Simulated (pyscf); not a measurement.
H₂N–SiH(NH₂)–Cl + NH₂• → H₂N–Si•(NH₂)–Cl + NH₃ (hydrogen abstraction; doublet surface; H–Si broken, H–N formed). Optimised with ωB97X-D3(BJ)/def2-SVP in PySCF. Rate constants from transition-state theory, ωB97M-D3(BJ)/def2-TZVP energies (ideal gas, 1 atm, RRHO with modes under 100 cm⁻¹ raised to 100, one conformer, R ln 2 for chiral ones without a mode under 150 cm⁻¹; no tunnelling), k in cm³ molecule⁻¹ s⁻¹.

```json
[
 {"T (K)": "298", "1000/T": "3.354", "log10 k": "-17.33"},
 {"T (K)": "600", "1000/T": "1.667", "log10 k": "-14.86"},
 {"T (K)": "900", "1000/T": "1.111", "log10 k": "?"},
 {"T (K)": "1200", "1000/T": "0.833", "log10 k": "-13.18"}
]
```

Q: Fit an Arrhenius line to the three values, give the activation energy, and predict k at 900 K.

A: Least squares gives log10 k = -11.96 − 1.62 × 1000/T, so Ea = 1.62 × ln 10 × 1.987 = 7.4 kcal/mol, against an electronic barrier of 5.0. At 900 K the line gives -13.76; the computed value is -13.82 (ΔG‡ = 33.7 kcal/mol), close to the line. On the reactant side the descent ends in a complex (not fully relaxed), 5.1 kcal/mol under the separated species and 9.4 kcal/mol under the saddle at ωB97X-D3(BJ)/def2-TZVP. One saddle was located; it need not be the lowest between these sides. The angle at the transferred H is 154°.
